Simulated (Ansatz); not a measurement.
Barrier H + C2H4 (SMILES C=C) via C2H5, on the benchmark's geometries as Psi4's copy gives them; open shells unrestricted, no zero-point energy, no spin–orbit coupling.
Transition structure (charge 0, multiplicity 2, Z-matrix in Å and degrees):
```
C
C 1 1.3446
H 2 1.0809 1 121.40
H 2 1.0809 3 117.15 1 177.22
H 1 1.0809 2 121.25 3 -6.58
H 1 1.0809 5 116.76 2 170.17
H 1 1.9805 5 85.65 6 82.92
```

Correlated levels freeze the cores. MP2 and its Hartree–Fock in aug-cc-pVQZ are density fitted.

The values were computed with Ansatz (Gaussian orbitals). Each number belongs to the level named beside it.

The barrier height is − E(H) − E(C2H4) + E(TS). Total energies (hartree):

```json
[
 {"level": "HF/aug-cc-pVTZ", "H": "-0.4998212", "C2H4": "-78.0647650", "TS": "-78.5581778"},
 {"level": "MP2/aug-cc-pVTZ", "H": "-0.4998212", "C2H4": "-78.4045141", "TS": "-78.8896725"},
 {"level": "HF/aug-cc-pVQZ", "H": "-0.4999483", "C2H4": "-78.0694362", "TS": "-78.5629377"},
 {"level": "MP2/aug-cc-pVQZ", "H": "-0.4999483", "C2H4": "-78.4275397", "TS": "-78.9126234"},
 {"level": "MP2/aug-cc-pVDZ", "H": "-0.4993343", "C2H4": "-78.3281753", "TS": "-78.8128099"},
 {"level": "CCSD(T)/aug-cc-pVDZ", "H": "-0.4993343", "C2H4": "-78.3684151", "TS": "-78.8638517"}
]
```

Work out the barrier height at the basis-set limit: extrapolate the MP2 correlation part as X⁻³, take Hartree–Fock from the larger set, and add the CCSD(T) − MP2 difference of aug-cc-pVDZ.


1. Differences (1 hartree = 627.509 kcal/mol): HF/aug-cc-pVTZ 4.021; MP2/aug-cc-pVTZ 9.201; HF/aug-cc-pVQZ 4.045; MP2/aug-cc-pVQZ 9.328; MP2/aug-cc-pVDZ 9.224; CCSD(T)/aug-cc-pVDZ 2.446.
2. Correlation parts, MP2 less HF: 5.180 in aug-cc-pVTZ (X = 3), 5.282 in aug-cc-pVQZ (X = 4).
3. Limit (4³·(5.282) − 3³·(5.180))/(4³ − 3³) = 5.357; with HF/aug-cc-pVQZ it gives 9.403.
4. CCSD(T) less MP2 in aug-cc-pVDZ: -6.778.
Result: 2.62 kcal/mol, against 9.20 at MP2/aug-cc-pVTZ. It is an estimate of this method's limit, not of the exact value.

Doubts at one or more of the structures used: a spin-contaminated determinant (HF/aug-cc-pVTZ, MP2/aug-cc-pVTZ, HF/aug-cc-pVQZ, MP2/aug-cc-pVQZ, MP2/aug-cc-pVDZ, CCSD(T)/aug-cc-pVDZ).

Ansatz is a quantum-chemistry and plane-wave program.
